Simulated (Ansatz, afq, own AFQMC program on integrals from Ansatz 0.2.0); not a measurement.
# Atomization energy of C₂H₄, singlet

```xyz
6

C     0.0000    0.0000    0.6615
C     0.0000    0.0000   -0.6615
H     0.0000    0.9232    1.2310
H     0.0000   -0.9232    1.2310
H     0.0000    0.9232   -1.2310
H     0.0000   -0.9232   -1.2310
```

Connectivity, by distances: CH2–CH2.

Atoms in their ground-state spins without spin–orbit coupling (mostly on UHF) minus the molecule (RHF), without zero-point energy. The geometry is a stationary point, not shown to be a minimum.

Basis cc-pVDZ. Only valence electrons are correlated. Integrals, coupled cluster, full CI and functionals: Ansatz 0.2.0; the random walks run on the same integrals in our own AFQMC program. ph-AFQMC/CISD is guided by a CISD state made of CCSD amplitudes; releasing the constraint for a short imaginary time cuts its bias at the price of noise, slowly where states lie close. Uncertainties: one standard error, sampling alone. The errors of all members are added in quadrature.

No full CI on the walks' own integrals is used here; CCSDT(Q) serves as the reference and is uncertain by about the last step of the cluster series. Each member takes its own surest rung, up to full CI.

The best estimate is CCSD(T) at the basis-set limit (CBS: def2-TZVPP and def2-QZVPP, with their diffuse functions for anions and beside diffuse sets, CCSD(T) itself extrapolated) plus the step from CCSD(T) to CCSDT(Q) in cc-pVDZ. Rows without CBS are in cc-pVDZ, the functionals in def2-TZVP; B2PLYP and the wave-function rows carry a basis error of their own. Core correlation and relativity beyond core potentials are missing, and ± holds the sampling alone.

Cautions: other spins of the molecule weren't checked.

```csv
level,atomization energy (kJ/mol)
PBE,2388.5
r2SCAN,2350.8
B2PLYP,2330.9
```

From these cheaper values, estimate the atomization energy at the level of the best estimate.

2354.2 kJ/mol (best estimate, highest rung CCSDT(Q)).

```csv
level,atomization energy (kJ/mol),error against the best estimate (kJ/mol)
HF,1759.0,-595.3
MP2,2207.2,-147.0
CCSD,2175.4,-178.8
CCSD(T),2196.0,-158.3
CCSDT,2196.0,-158.3
CCSDT(Q),2197.5,-156.8
ph-AFQMC/CISD,2200.8 ± 1.5,-153.4 ± 1.5
released AFQMC,2200.1 ± 1.7,-154.2 ± 1.7
HF/CBS,1793.7,-560.5
MP2/CBS,2369.8,15.6
CCSD(T)/CBS,2352.8,-1.5
PBE0,2355.9,1.7
B3LYP,2352.9,-1.3
wB97M-V,2354.9,0.7
```

Correlation beyond CCSD(T) adds 1.5 kJ/mol. Going to the basis-set limit adds 156.8 kJ/mol at CCSD(T). The perturbative (T) step is worth +20.5 kJ/mol. The functionals spread over 57.6 kJ/mol; wB97M-V and B3LYP come nearest and PBE is 34.3 kJ/mol too high.

Best estimates are given only where the step beyond CCSD(T) is under 0.3 eV and no member's determinant is very poor (T1 over 0.05, or 0.07 for open shells, ⟨S²⟩ too high by 0.3, two states mixed), so the hardest cases are missing from such tables.

The functionals ran in a triple-zeta set and keep a basis error of their own, a few kJ/mol for each bond in atomization energies and more for double hybrids, so close places among them and the extrapolated levels can swap.

CCSDT and higher add their correlation energy to the determinant of the CCSD(T) run, since their own runs factorise the integrals more tightly (a shift of under 2 meV). Each member of a difference takes its own highest rung, so a best estimate needn't equal the limit plus the step of one row. A walk keeps the symmetry of its determinant, which the program's search chose and which needn't be the lowest solution, so a lower state of the same spin and another symmetry isn't excluded. Released energies are given only where the last usable release times agree within the noise; a slower fall can still hide under it.
